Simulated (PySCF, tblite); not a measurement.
## K+ and hydrogen fluoride

A gas-phase complex of K+ and hydrogen fluoride; charge +1, singlet. The structure comes from a short search (4 tight-binding starts) and was relaxed by PBE0-D3(BJ)/def2-SVPD; another way of binding may lie lower. No frequency run checks that it is a minimum.

```
part               name  SMILES  atoms  charge  multiplicity
   1                 K+    [K+]      1      +1             1
   2  hydrogen fluoride       F    2–3       0             1
```

Coordinates in Å:
```
K1      0.043    0.049   -0.001
F2      0.518    0.174    2.506
H3      0.692    0.223    3.415
```

```
contact  kind (by geometry)  distance (Å)  angle (°)
K1···F2         ion contact         2.555          -
```

Interaction energies are complex less parts, with the parts frozen as they stand in it; counterpoise-corrected, in kcal/mol (PySCF).

Task: Give the interaction energy at each level run.

Result: 
```
                   level  interaction  superposition error removed
  PBE0-D3(BJ)/def2-TZVPD       -12.31                        -0.16
revPBE-D3(BJ)/def2-TZVPD       -10.92                        -0.20
```

Task: What holds them together? Decompose the PBE0-D3(BJ)/def2-TZVPD energy: frozen parts, their antisymmetrised product, then relaxation.

Result: electrostatic -12.3, Pauli repulsion +3.8, orbital relaxation -3.6, dispersion correction -0.3 kcal/mol, which sum to the value before the counterpoise correction; the Pauli term holds the exchange-correlation of the frozen density too. Of the attraction, 76 % is electrostatic, 22 % is orbital relaxation, 2 % is dispersion correction.

The parts were also relaxed and run alone, at the levels used for the complex: shieldings by PBE0/pcSseg-1; core levels by delta-SCF with SCAN, pcX-2 on the ionised atom and pcseg-1 elsewhere, spin-free X2C.

Values alone: shielding of K1 (ppm): 1325.2; shielding of F2 (ppm): 410.5; F2 1s core level (eV): 694.12.

Task: How do these values change when the complex forms?

Result: 
```csv
property,alone,in the complex,change
shielding of K1 (ppm),1325.2,1313.1,-12.1
shielding of F2 (ppm),410.5,432.0,+21.5
F2 1s core level (eV),694.12,699.36,+5.24
```
